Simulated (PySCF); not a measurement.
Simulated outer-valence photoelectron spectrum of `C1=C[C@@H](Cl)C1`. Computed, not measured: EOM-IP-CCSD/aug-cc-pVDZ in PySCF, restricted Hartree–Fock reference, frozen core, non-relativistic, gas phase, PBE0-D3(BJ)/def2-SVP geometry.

Each root has a Gaussian of 0.8 eV full width with its one-hole share as area; cross sections and vibrations are left out, and the highest printed point is 100.

```json
{"ionisation energy (eV)": "8.8", "intensity": "0"}
{"ionisation energy (eV)": "9.0", "intensity": "1"}
{"ionisation energy (eV)": "9.2", "intensity": "3"}
{"ionisation energy (eV)": "9.4", "intensity": "11"}
{"ionisation energy (eV)": "9.6", "intensity": "26"}
{"ionisation energy (eV)": "9.8", "intensity": "45"}
{"ionisation energy (eV)": "10.0", "intensity": "60"}
{"ionisation energy (eV)": "10.2", "intensity": "73"}
{"ionisation energy (eV)": "10.4", "intensity": "88"}
{"ionisation energy (eV)": "10.6", "intensity": "100"}
{"ionisation energy (eV)": "10.8", "intensity": "93"}
{"ionisation energy (eV)": "11.0", "intensity": "65"}
{"ionisation energy (eV)": "11.2", "intensity": "33"}
{"ionisation energy (eV)": "11.4", "intensity": "13"}
{"ionisation energy (eV)": "11.6", "intensity": "8"}
{"ionisation energy (eV)": "11.8", "intensity": "16"}
{"ionisation energy (eV)": "12.0", "intensity": "33"}
{"ionisation energy (eV)": "12.2", "intensity": "53"}
{"ionisation energy (eV)": "12.4", "intensity": "68"}
{"ionisation energy (eV)": "12.6", "intensity": "75"}
{"ionisation energy (eV)": "12.8", "intensity": "77"}
{"ionisation energy (eV)": "13.0", "intensity": "76"}
{"ionisation energy (eV)": "13.2", "intensity": "72"}
{"ionisation energy (eV)": "13.4", "intensity": "64"}
{"ionisation energy (eV)": "13.6", "intensity": "53"}
{"ionisation energy (eV)": "13.8", "intensity": "49"}
{"ionisation energy (eV)": "14.0", "intensity": "51"}
{"ionisation energy (eV)": "14.2", "intensity": "49"}
{"ionisation energy (eV)": "14.4", "intensity": "37"}
{"ionisation energy (eV)": "14.6", "intensity": "20"}
{"ionisation energy (eV)": "14.8", "intensity": "8"}
{"ionisation energy (eV)": "15.0", "intensity": "5"}
{"ionisation energy (eV)": "15.2", "intensity": "9"}
{"ionisation energy (eV)": "15.4", "intensity": "22"}
{"ionisation energy (eV)": "15.6", "intensity": "38"}
{"ionisation energy (eV)": "15.8", "intensity": "47"}
{"ionisation energy (eV)": "16.0", "intensity": "41"}
{"ionisation energy (eV)": "16.2", "intensity": "25"}
{"ionisation energy (eV)": "16.4", "intensity": "11"}
{"ionisation energy (eV)": "16.6", "intensity": "3"}
{"ionisation energy (eV)": "16.8", "intensity": "1"}
{"ionisation energy (eV)": "17.0", "intensity": "0"}
```

**Question.** Where are the maxima, and how many lines lie under the curve?

**Answer.** 4 maxima, at 10.6, 12.8, 14.1 and 15.8 eV, from 8 lines. At this width some lines have no maximum of their own.

**Question.** List the lines with their holes.

**Answer.** 
| E (eV) | leading hole (HF orbital) | area | Koopmans (eV) |
| --- | --- | --- | --- |
| 9.99 | HOMO | 0.96 | 10.10 |
| 10.63 | HOMO-1 | 0.96 | 11.54 |
| 10.76 | HOMO-2 | 0.96 | 11.63 |
| 12.32 | HOMO-3 | 0.95 | 13.45 |
| 12.84 | HOMO-4 | 0.95 | 13.98 |
| 13.36 | HOMO-5 | 0.95 | 14.41 |
| 14.15 | HOMO-6 | 0.95 | 15.65 |
| 15.82 | HOMO-7 | 0.94 | 17.12 |

The widest gap, 1.67 eV, lies between 14.15 and 15.82 eV. Only orbitals with −ε under 21 eV, eight at most, were ionised, so the high end of the curve may lack lines.
